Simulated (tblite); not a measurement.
Compound: C3H6N (doublet state).
Numbering: `[CH2:1]=[CH:2][CH2:3][NH:4]` (hydrogens: H5, H6 on C1; H7 on C2; H8, H9 on C3; H10 on N4)

Cartesian coordinates in Å at the GFN2-xTB level; atoms count from 1:
```
atom  x, y, z in Å
C1     1.605   -0.123    0.113
C2     0.325   -0.365    0.337
C3    -0.790    0.162   -0.514
N4    -1.937    0.641    0.117
H5     1.930    0.467   -0.728
H6     2.379   -0.503    0.757
H7     0.016   -0.957    1.190
H8    -1.124   -0.654   -1.190
H9    -0.435    0.940   -1.209
H10   -1.960    0.398    1.106
```

Level: GFN2-xTB in tblite, geometry and Hessian alike; calculated harmonic values, unscaled, isolated species. This tight-binding method is rough: wavenumbers can miss measured ones by several per cent, in bad cases by 10 to 20. One conformer, not necessarily the lowest. Open shells enter through the occupations alone, without spin polarisation, and single modes of such species can be off by tens of per cent.

Harmonic wavenumbers (cm⁻¹): 70.1, 232.0, 318.3, 431.9, 600.0, 829.9, 893.7, 909.1, 1010.9, 1042.1, 1082.5, 1165.5, 1205.3, 1279.6, 1303.3, 1367.6, 1413.2, 1698.1, 2713.8, 2853.3, 3047.7, 3099.2, 3124.5, 3334.0.

A = 30816, B = 4428, C = 4161 MHz; mass 56.050 u (most abundant isotopes); point group C1, symmetry number 1; spin multiplicity 2.

Problem. Zero-point energy?

Solution. Half the sum of the wavenumbers: 17513 cm⁻¹ = 209.50 kJ/mol.

Problem. Entropy at 350 K, 1 bar (ideal gas, RRHO, classical rotation)?

Solution. Translation 162.40, rotation 101.80, vibration 48.30, spin (R ln 2) 5.76: S = 318.3 J/(mol K).

Problem. And Cp and H(350 K) − H(0)?

Solution. Cp = 91.42 J/(mol K), of which vibrations give 58.16 (their classical limit is 24 R = 199.5); H(350 K) − H(0) = 20.93 kJ/mol without the zero-point energy, 9.29 from vibrations.

Problem. Blend soft modes into free rotors: weight 1/[1 + (100 cm⁻¹/ν̃)⁴] for the oscillator and the rest for a rotor with moment μB/(μ + B), μ = h/(8π²ν), B = 10⁻⁴⁴ kg m². What vibrational entropy results?

Solution. 44.62 J/(mol K) in place of 48.30, which changes −T·S at 350 K by +1.29 kJ/mol.

Problem. How do the functions run with temperature in this model?

Solution. 
```tsv
T (K)	S (J/(mol K))	Cp (J/(mol K))	H − H(0) (kJ/mol)	G − H(0) (kJ/mol)	ln q(vib)
50	209.1	39.8	1.80	-8.66	0.14
100	238.8	47.0	3.96	-19.92	0.50
298.15	304.5	81.0	16.45	-74.32	2.15
373.15	324.3	96.0	23.10	-97.90	2.83
500	355.6	118.5	36.75	-141.05	4.03
750	410.2	150.5	70.67	-236.96	6.48
1000	456.6	171.9	111.14	-345.46	8.88
```

q(vib) and H(0) count from the zero-point level.

Problem. What must be added to the electronic energy to get the Gibbs energy at 350 K and 1 bar?

Solution. ZPE + [H(350 K) − H(0)] − T·S = 209.50 + 20.93 − 111.39 = 119.04 kJ/mol.

Hindered rotation and anharmonicity are outside this model. Other conformers, if any are populated, would add a mixing term that is left out. The structure is chiral; the term R ln 2 for an equal mix with its mirror image is left out.
